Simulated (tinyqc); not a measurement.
Worked calculation: geometry optimisation on the UHF/sto-3g surface (energies and gradients from PySCF), for CH2, spin multiplicity 3. One step of it, computed by the program tinyqc.

Task: Step 1: move. Quasi-Newton step p = -H^(-1) g (first H = 0.15 times the unit matrix); steps longer than 0.3 bohr are cut back (factor 0.423 here).

positions at the start (bohr):
```
            x          y         z
1C  -0.007559  -0.035905  0.007559
2H  -0.051023   1.640282  1.269896
3H   0.013228  -1.647841  1.079034
```

gradient (hartree/bohr):
```
              x            y            z
1C   0.00150583  -0.07113803  -0.01672313
2H  -0.00033172   0.00221258   0.03150783
3H  -0.00117412   0.06892546  -0.01478470
```

Give: positions after step 1.

Result:

positions after step 1 (bohr):
```
         x       y      z
1C  -0.012   0.165  0.055
2H  -0.050   1.634  1.181
3H   0.017  -1.842  1.121
```
